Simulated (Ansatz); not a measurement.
**Interaction energy ladder**

The pair of NH3 (SMILES N, atoms 1–4) and SiH3Cl (SMILES [SiH3]Cl, atoms 5–9), both closed shells, in one local arrangement (a lower one may exist), relaxed at PBE0-D4/def2-TZVP:

```
9
angstrom
N -0.0074 0.0332 -1.5580
H 0.9748 0.1257 -1.7868
H -0.2795 -0.9119 -1.7995
H -0.5223 0.6632 -2.1608
Si -0.1179 0.1228 1.4430
Cl 1.1656 -1.4550 1.0840
H 0.4546 1.3871 0.9383
H -0.2023 0.2041 2.9258
H -1.4655 -0.1691 0.9142
```

Computed with Ansatz 0.2.0 (basis: def2-TZVPPD, with def2-QZVPPD for the basis limit); correlated methods freeze the cores. B3LYP uses VWN-RPA correlation. Extrapolation: Hartree–Fock as exp(−7.88 √X), correlation as X^−2.97. Interaction energies count from these two fragments, frozen as in the pair, with the counterpoise correction; negative means bound.

What is the interaction energy by CCSD(T) at an estimated basis limit (MP2 extrapolated from triple and quadruple zeta, plus CCSD(T) − MP2 in triple zeta)? (Judge from chemistry; the value comes from the calculation.)

Computed: -3.60 kcal/mol. Hartree–Fock alone gives -0.44 kcal/mol at the basis limit. It counts from the two fragments frozen as in the pair.

The same quantity by other methods in triple zeta, and each one's difference from that estimate:
```
   method  E_int (kcal/mol)  difference
   PBE-D4             -3.86       -0.26
revPBE-D4             -3.72       -0.12
  BLYP-D4             -3.31        0.29
r2SCAN-D4             -3.73       -0.13
   B97M-V             -3.75       -0.16
  PBE0-D4             -3.88       -0.28
 B3LYP-D4             -3.53        0.07
 HSE06-D4             -3.81       -0.21
  wB97X-V             -3.62       -0.02
  wB97M-V             -3.94       -0.34
   B2PLYP             -2.09        1.51
       HF             -0.41        3.19
      MP2             -3.19        0.41
     CCSD             -2.63        0.97
  CCSD(T)             -3.01        0.59
```
Differences are method less estimate.

Energy to bend the free fragments (PBE0-D4 minima) into their shapes in the pair, CCSD(T)/def2-TZVPPD: NH3 0.02 kcal/mol; SiH3Cl 0.62 kcal/mol. This must be added to the interaction energy to get the binding energy from relaxed fragments.

Basis-set superposition shift (counterpoise-corrected less uncorrected): CCSD(T) 0.77; MP2 0.75; HF 0.15; PBE0-D4 0.18; wB97M-V 0.20 kcal/mol.

The T1 diagnostic stays at or below 0.009.

For scale, one of the runs: CCSD(T)/def2-TZVPPD, 238 basis functions, launched by `ansatz run in.yaml --threads 4 --pin off --events-out ev --progress --plain --max-ram 9574MiB`. The run took 45 s on 4 CPU threads of an Arm Neoverse V2 (shared host), with 4.2 GiB of host memory at its peak.
